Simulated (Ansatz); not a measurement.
in.yaml

```yaml
crystal:
  periodic: [false, false, false]
  atoms:
    - {symbol: Si, position_ang: [-1.095022, -0.008048, 0.002339]}
    - {symbol: P, position_ang: [1.149978, 0.008452, -0.002457]}
    - {symbol: H, position_ang: [-1.619119, 1.385319, 0.005761]}
    - {symbol: H, position_ang: [-1.601124, -0.712390, 1.212266]}
    - {symbol: H, position_ang: [-1.606323, -0.708402, -1.207717]}
basis:
  gaussian: {orbitals: cc-pVTZ}
magnetization: {spin_polarized: true, initial_magnetization: 4}
correlation: {method: ccsdt_q, electrons: outside_noble_gas}
```

```sh
$ ansatz run in.yaml --threads 2 --pin off --events-out ev --progress --plain --max-ram 24576MiB --backend cuda --devices 0, --max-vram 18GiB
```

Log:

```
1358 factors; integrals over basis functions are off by at most 1.7e-7 eV
mean field evaluation 1: about -17174.4361 eV, gradient 9.1e0 eV
mean field evaluation 2: about -17174.4483 eV, gradient 9.1e0 eV
mean field evaluation 4: about -17175.7180 eV, gradient 1.4e0 eV
mean field evaluation 8: about -17175.8124 eV, gradient 2.2e-1 eV
mean field evaluation 16: about -17175.5146 eV, gradient 3.3e0 eV
mean field evaluation 32: about -17174.5533 eV, gradient 4.8e-4 eV
mean field evaluation 64: about -17173.8958 eV, gradient 1.2e0 eV
mean field evaluation 96: about -17172.7462 eV, gradient 2.7e-4 eV
mean field evaluation 128: about -17172.4987 eV, gradient 6.6e-4 eV
mean field evaluation 160: about -17172.6627 eV, gradient 5.3e-1 eV
mean field -17175.81588587 eV, -631.1995916196 hartree, gradient 3.0e-6 eV, S^2 6.006609; 10 other end points of the search recorded, 0 dependent functions left out
determinant -17175.81588587 eV, -631.1995916196 hartree, with singles and doubles -17183.09335483 eV, -631.4670336710 hartree
determinant -17174.55333713 eV, -631.1531938091 hartree, with singles and doubles -17181.78708187 eV, -631.4190290252 hartree
determinant -17174.54850130 eV, -631.1530160956 hartree, with singles and doubles -17181.78028086 eV, -631.4187790927 hartree
determinant -17173.79127339 eV, -631.1251884831 hartree, with singles and doubles -17181.22765654 eV, -631.3984705234 hartree
determinant -17172.74616432 eV, -631.0867814333 hartree, with singles and doubles -17180.19933853 eV, -631.3606805335 hartree
determinant -17172.63925331 eV, -631.0828525263 hartree, with singles and doubles -17180.00084962 eV, -631.3533862009 hartree
determinant -17172.49874059 eV, -631.0776887790 hartree, with singles and doubles -17179.88168708 eV, -631.3490070581 hartree
10 core orbitals not correlated: weight in the atoms' cores, before any rotation towards them, 1.000 or more for the frozen orbitals, at most 0.000 for the correlated occupied ones
reference -17175.81588587 eV, -631.1995916196 hartree; 8, 4 occupied and 92, 96 virtual orbitals, 1358 factors
second order -6.02283703 eV of doubles, -0.00000000 eV of singles
cycle   1  -6.82062903 eV  change   -8.0e-1 eV  update   9.0e-2
cycle   2  -7.39197040 eV  change   -5.7e-1 eV  update   4.5e-2
cycle   3  -7.52431579 eV  change   -1.3e-1 eV  update   2.7e-2
cycle   4  -7.49783732 eV  change    2.6e-2 eV  update   1.6e-2
cycle   5  -7.51759047 eV  change   -2.0e-2 eV  update   8.0e-3
cycle   6  -7.52399244 eV  change   -6.4e-3 eV  update   4.8e-3
cycle   7  -7.51973546 eV  change    4.3e-3 eV  update   2.7e-3
cycle   8  -7.52237563 eV  change   -2.6e-3 eV  update   1.6e-3
cycle   9  -7.52338703 eV  change   -1.0e-3 eV  update   7.1e-4
cycle  10  -7.52192521 eV  change    1.5e-3 eV  update   3.8e-4
cycle  11  -7.52224501 eV  change   -3.2e-4 eV  update   2.2e-4
cycle  12  -7.52235289 eV  change   -1.1e-4 eV  update   1.2e-4
cycle  13  -7.52248014 eV  change   -1.3e-4 eV  update   7.2e-5
cycle  14  -7.52250894 eV  change   -2.9e-5 eV  update   4.3e-5
cycle  15  -7.52246840 eV  change    4.1e-5 eV  update   2.6e-5
cycle  16  -7.52245613 eV  change    1.2e-5 eV  update   1.6e-5
cycle  17  -7.52246334 eV  change   -7.2e-6 eV  update   9.4e-6
cycle  18  -7.52246227 eV  change    1.1e-6 eV  update   5.0e-6
cycle  19  -7.52246263 eV  change   -3.6e-7 eV  update   2.5e-6
cycle  20  -7.52246232 eV  change    3.1e-7 eV  update   1.2e-6
perturbative correction -0.01536284 eV, -0.0005645739 hartree
Total energy: -17183.35371103 eV, -631.4766015850 hartree
```

Ran on 2 threads of AMD EPYC 7R13 with a shared H100 80 GB, shared host: 37 s wall, 1.1 GiB peak host memory.
